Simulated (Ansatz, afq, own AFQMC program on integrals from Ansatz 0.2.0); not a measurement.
**CH3Si, doublet: AFQMC among the cluster methods**

```yaml
atoms:
  - { symbol: Si, position_ang: [-0.0019, 0.0000, 0.4324] }
  - { symbol: C, position_ang: [0.0215, 0.0000, -1.2405] }
  - { symbol: H, position_ang: [0.6313, -1.2164, 1.0095] }
  - { symbol: H, position_ang: [0.6315, 1.2163, 1.0095] }
  - { symbol: H, position_ang: [-1.4672, 0.0001, 0.7149] }
```

Connectivity, by distances: SiH3–C.

Basis cc-pVDZ. Noble-gas cores (and the filled d shells of Ga–Kr and In–Xe) are frozen. Integrals, coupled cluster, full CI and functionals: Ansatz 0.2.0; the random walks run on the same integrals in our own AFQMC program. ph-AFQMC/CISD is guided by a CISD state made of CCSD amplitudes; releasing the constraint for a short imaginary time cuts its bias at the price of noise, slowly where states lie close. Error bars are statistical, one sigma.

Determinant: ROHF, the one that the program's search chose, which needn't be the lowest solution. The geometry is a point of a scan.

No full CI on the walks' own integrals is used here. The released AFQMC energy serves as the reference, which it does only where one determinant dominates, the energy is flat over the last release times and near the phaseless one (40 meV or 2 meV an electron, half that with transition metals). On small molecules, where full CI could be run and the noise was under 10 meV, such values lay within 10 meV of it in 19 cases of 20, a flattering rate, since the rule was set on those same cases; what remains of the bias isn't in the error bar.

Cautions: higher spins were not checked; a spin-contaminated unrestricted determinant lies lower (UHF 549 meV lower, ⟨S²⟩ 1.47); the released value is read at 1.62 1/Eh with a noise of 16 meV, more than in the cases checked, later times being too noisy (meV from the phaseless value at times in 1/Eh: -4 ± 14 at 0.24, -27 ± 16 at 0.51, -20 ± 18 at 0.99, -36 ± 16 at 1.62, 2 ± 24 at 2.40).

```
T1 diagnostic                               : 0.0225
weight of the determinant in the CISD state : 0.868
size of the correlated space                : 11 electrons in 41 orbitals
```

Reference: AFQMC with the constraint released, correlation energy -6.433 ± 0.016 eV.

```json
{"level": "HF", "E − E(reference) (meV)": "6432.8 ± 16.4", "share of correlation (%)": "0.00"}
{"level": "MP2", "E − E(reference) (meV)": "1526.3 ± 16.4", "share of correlation (%)": "76.27"}
{"level": "CCSD", "E − E(reference) (meV)": "237.6 ± 16.4", "share of correlation (%)": "96.31"}
{"level": "CCSD(T)", "E − E(reference) (meV)": "75.9 ± 16.4", "share of correlation (%)": "98.82"}
{"level": "ph-AFQMC/HF", "E − E(reference) (meV)": "140.0 ± 40.6", "share of correlation (%)": "97.82"}
{"level": "ph-AFQMC/CISD", "E − E(reference) (meV)": "35.8 ± 19.5", "share of correlation (%)": "99.44"}
```

A walk keeps the symmetry of its determinant, which the program's search chose and which needn't be the lowest solution, so a lower state of the same spin and another symmetry isn't excluded. Released energies are given only where the last usable release times agree within the noise; a slower fall can still hide under it.
